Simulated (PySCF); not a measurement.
# One molecule, a ladder of functionals, a line

Molecule: `C1=CCC=C1F`, C5H5F.

Bonds (- single, = double, # triple, : aromatic): F1-C2 1.324 Å, C2=C3 1.347 Å, C3-C4 1.495 Å, C4-C5 1.498 Å, C5=C6 1.348 Å, C6-C2 1.459 Å. C3 carries H7; C4 carries H8, H9; C5 carries H10; C6 carries H11.

GIAO shieldings (ppm, equivalent atoms averaged) in PySCF on the PBE0-D3(BJ)/def2-SVP geometry, basis pcSseg-2, gas phase, non-relativistic:

| functional | exact exchange (%) | σ(F1) | σ(C4) |
| --- | --- | --- | --- |
| BLYP | 0 | 284.2 | 132.1 |
| BP86 | 0 | 283.7 | 136.4 |
| PBE | 0 | 281.8 | 136.5 |
| B3LYP | 20 | 300.5 | 137.8 |
| PBE0 | 25 | 301.7 | 143.2 |
| BHandHLYP | 50 | 321.7 | 145.4 |
| HF | 100 | 349.3 | 157.3 |

Problem. Fit each shielding as a line in the percentage of exact exchange.

Solution. σ(F1) = 284.6 + 0.67 x (rms 2.2 ppm); σ(C4) = 135.1 + 0.22 x (rms 1.8 ppm). The functionals also differ in their semilocal parts, which the line can't hold; Hartree–Fock has no correlation at all.

Problem. What does the line predict for mPW1PW91 (25 %), and what does the run give?

Solution. σ(F1): 301.4 predicted, 302.2 computed; σ(C4): 140.6 predicted, 142.5 computed ppm.
